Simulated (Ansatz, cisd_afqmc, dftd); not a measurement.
Barrier from H (doublet) + N2 (molecular nitrogen, SMILES N#N) to the saddle point below; all geometries are those of the NHTBH38 set.
```xyz
3

N     -0.6429    -0.0846     0.0000
N      0.4799    -0.0846     0.0000
H      1.1414     1.1839     0.0000
```
Charge 0, spin multiplicity 2.

Property: barrier height (electronic, no zero-point energy), in kJ/mol. UHF or UKS for unpaired electrons; spin-orbit terms are left out. Correlated methods leave the cores frozen. Rows without X2C or -DK are non-relativistic. The Monte Carlo rows (phaseless AFQMC, CISD trial, step 0.005/hartree) carry one-sigma bars that omit the constraint's bias. Outlying blocks are dropped, and bars are widened where a walk drifts. Over all cases where full CI ran beside it in this data, AFQMC minus full CI had a median of +0.1 mEh and passed +0.4 mEh in a tenth of the cases. CBS(X,Y): correlation extrapolated as X^-3, Hartree-Fock from the larger set. A bracket is a step between two methods taken in the basis named. Functionals run without relativity, which enters their misses. Double hybrids freeze cores in their MP2 part. '+ core + X2C': CCSD(T) terms for core correlation (cc-pwCVTZ) and scalar relativity (cc-pVTZ-DK). Where a partner has so few electrons that a lower coupled-cluster level is exact, that level stands in. The UHF reference of HN2 (saddle point or complex, doublet) is spin-contaminated (<S^2> up to 0.15 over the pure value in the sets run).

```tsv
level	program	barrier height (kJ/mol)
PBE-D3(BJ)/def2-TZVPD	Ansatz + dftd3	21.1
PBE/def2-TZVPD	Ansatz	22.4
r2SCAN-D4/def2-TZVPD	Ansatz + dftd4	20.1
B3LYP-D4/def2-TZVPD	Ansatz + dftd4	30.9
B3LYP/def2-TZVPD	Ansatz	32.2
CAM-B3LYP/def2-TZVPD	Ansatz	___
wB97X-V/def2-TZVPD	Ansatz	___
B2PLYP-D4/def2-TZVPD	Ansatz + dftd4	___
CCSD/aug-cc-pVDZ	Ansatz	___
CCSD/aug-cc-pVTZ	Ansatz	63.3
CCSD/aug-cc-pVQZ	Ansatz	63.3
AFQMC/CISD/aug-cc-pVTZ	cisd_afqmc	59.9 ± 1.2
CCSD(T)/CBS(aug-cc-pVTZ,aug-cc-pVQZ) + [AFQMC/CISD - CCSD(T)]/aug-cc-pVTZ + core + X2C	Ansatz + cisd_afqmc	59.7 ± 1.2
CCSD(T)/CBS(aug-cc-pVTZ,aug-cc-pVQZ) + [CCSDT(Q) - CCSD(T)]/aug-cc-pVDZ + core + X2C	Ansatz	___
```

Problem. What belongs in the gaps?

Solution. 
- CAM-B3LYP/def2-TZVPD, barrier height (kJ/mol): 38.2
- wB97X-V/def2-TZVPD, barrier height (kJ/mol): 53.8
- B2PLYP-D4/def2-TZVPD, barrier height (kJ/mol): 53.3
- CCSD/aug-cc-pVDZ, barrier height (kJ/mol): 63.9
- CCSD(T)/CBS(aug-cc-pVTZ,aug-cc-pVQZ) + [CCSDT(Q) - CCSD(T)]/aug-cc-pVDZ + core + X2C, barrier height (kJ/mol): 59.3

Ansatz is a first-principles code.
